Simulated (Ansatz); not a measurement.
All values below come from frozen-core CCSD(T)/cc-pVQZ // r2SCAN-D4/def2-TZVP (Ansatz, a program for electronic structure). The restricted HF reference is unstable towards unrestricted orbitals.

Ansatz 0.2 input:
```yaml
crystal:
  periodic: [false, false, false]
  atoms:
    - { symbol: O, position_ang: [1.342663, -0.260127, -1.055139] }
    - { symbol: C, position_ang: [0.75858, -0.058948, -0.023148] }
    - { symbol: C, position_ang: [-0.75858, 0.058953, 0.023147] }
    - { symbol: O, position_ang: [-1.342667, 0.260076, 1.055147] }
    - { symbol: H, position_ang: [1.263274, 0.055169, 0.959922] }
    - { symbol: H, position_ang: [-1.26327, -0.055126, -0.959929] }
basis:
  gaussian: { orbitals: cc-pVQZ }
correlation:
  method: ccsd_t
```

Output:

```
Functional definition: HF
1697 factors; integrals over basis functions are off by at most 7.4e-4 eV
mean field evaluation 1: about -6165.0673 eV, gradient 4.2e1 eV
mean field evaluation 2: about -6165.0682 eV, gradient 4.2e1 eV
mean field evaluation 4: about -6168.5755 eV, gradient 3.5e0 eV
mean field evaluation 8: about -6168.6390 eV, gradient 1.7e-1 eV
mean field evaluation 16: about -6168.6314 eV, gradient 9.3e-1 eV
mean field -6168.63914330 eV, -226.6933072626 hartree, gradient 3.9e-6 eV, S^2 0.000000; 0 other end points of the search recorded, 0 dependent functions left out; unrestricted orbitals would lower it
4 core orbitals not correlated
reference -6168.63914330 eV, -226.6933072626 hartree; 11, 11 occupied and 265, 265 virtual orbitals, 1697 factors
second order -22.38288373 eV of doubles, -0.00000000 eV of singles
cycle   1  -21.66693597 eV  change    7.2e-1 eV  update   1.2e-1
cycle   2  -22.28693790 eV  change   -6.2e-1 eV  update   4.0e-2
cycle   3  -22.44791304 eV  change   -1.6e-1 eV  update   1.9e-2
cycle   4  -22.42614110 eV  change    2.2e-2 eV  update   4.7e-3
cycle   5  -22.42601064 eV  change    1.3e-4 eV  update   2.0e-3
cycle   6  -22.42766979 eV  change   -1.7e-3 eV  update   6.6e-4
cycle   7  -22.42742550 eV  change    2.4e-4 eV  update   2.6e-4
cycle   8  -22.42732651 eV  change    9.9e-5 eV  update   7.7e-5
cycle   9  -22.42734691 eV  change   -2.0e-5 eV  update   2.7e-5
perturbative correction -1.05140384 eV, -0.0386383784 hartree
Total energy: -6192.11789405 eV, -227.5561354381 hartree
```

Cost: about 27 core-minutes (a rough figure).
